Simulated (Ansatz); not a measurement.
# C2H2O3: the cost of one run

Computed with Ansatz 0.2.0 (the levels named in each step, unless a step's input says otherwise).

**1. The system as given**

Bond lengths: O1–C2 1.181 Å, C2–O3 1.364 Å, O3–C4 1.363 Å, C4–O5 1.181 Å, C2–H6 1.103 Å, C4–H7 1.103 Å. Angles: O1–C2–O3 127.6°, O1–C2–H6 125.8°, O3–C2–H6 106.6°, C2–O3–C4 122.9°, O3–C4–O5 127.6°, O3–C4–H7 106.6°, O5–C4–H7 125.8°.

Structure file:

```xyz
7

O    -1.3935    0.8077    0.0224
C    -1.1886   -0.3511    0.1282
O     0.0173   -0.9880    0.1054
C     1.2003   -0.3296   -0.0555
O     1.3653    0.8316   -0.1975
H    -1.9550   -1.1319    0.2667
H     1.9933   -1.0956   -0.0288
```

**2. A rough first relaxation, PBE-D4/def2-SVP**

Input file input.yaml:

```yaml
crystal:
  periodic: [false, false, false]
  atoms:
    - { symbol: O, position_ang: [-1.39352, 0.80769, 0.02242] }
    - { symbol: C, position_ang: [-1.18857, -0.35106, 0.12822] }
    - { symbol: O, position_ang: [0.01728, -0.98799, 0.10544] }
    - { symbol: C, position_ang: [1.20027, -0.32963, -0.0555] }
    - { symbol: O, position_ang: [1.36534, 0.83162, -0.19754] }
    - { symbol: H, position_ang: [-1.95497, -1.13187, 0.26675] }
    - { symbol: H, position_ang: [1.99326, -1.09558, -0.0288] }
basis:
  gaussian: { orbitals: def2-SVP }
hamiltonian:
  xc: pbe
  dispersion: d4
relax:
  f_tol: 0.03
  max_steps: 200
```

Launch:

```console
> ansatz run input.yaml --threads 4 --pin off --max-ram 10240MiB --backend cpu --events-out ev --progress --plain --runs-dir out
```

Q: Estimate wall time and peak memory on 4 threads of Arm Neoverse N1, shared host.

About 6.4 s, with a peak of 0.14 GiB.
